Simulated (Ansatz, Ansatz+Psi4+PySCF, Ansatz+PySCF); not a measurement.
```xyz
3

O     0.0000    0.0000    0.1193
H     0.0000    1.5265   -1.0734
H     0.0000   -0.7632   -0.4770
```

Basis set: cc-pVTZ (spherical functions). Left uncorrelated: 1 orbital. Charge 0, multiplicity 1.

Computed with Ansatz (development build ahead of 0.2.0); each method stands on the lowest determinant of its kind that the runs found. Restricted open shells among the atoms or ions are ROHF, correlated in semicanonical orbitals with singles.

The atomization energy at this shape (free ground-state atoms in the same class of orbitals less the molecule, no zero-point energy) of singlet H2O:

```tsv
method	atomization energy
RHF-CCSD(T)	123.23 kcal/mol
UHF-CCSD(T)	118.96 kcal/mol
RHF-MP2	114.05 kcal/mol
UHF-MP2	109.77 kcal/mol
```

(1) What does UHF give?

## Answers

(1) 69.62 kcal/mol. Caution: the shape is not the minimum. Caution for RHF-CCSD(T), RHF-MP2: an unrestricted determinant lies well below. Caution for RHF-CCSD(T), UHF-CCSD(T), RHF-MP2, UHF-MP2: large amplitudes, a single reference is doubtful. Caution for RHF-CCSD(T): the amplitudes may be one of several solutions. Caution for UHF-CCSD(T), UHF-MP2: a plain start can end on a higher determinant; another reference gives a lower total. Caution for UHF-CCSD(T), UHF-MP2, UHF: the unrestricted determinant is a mixture of spin states.
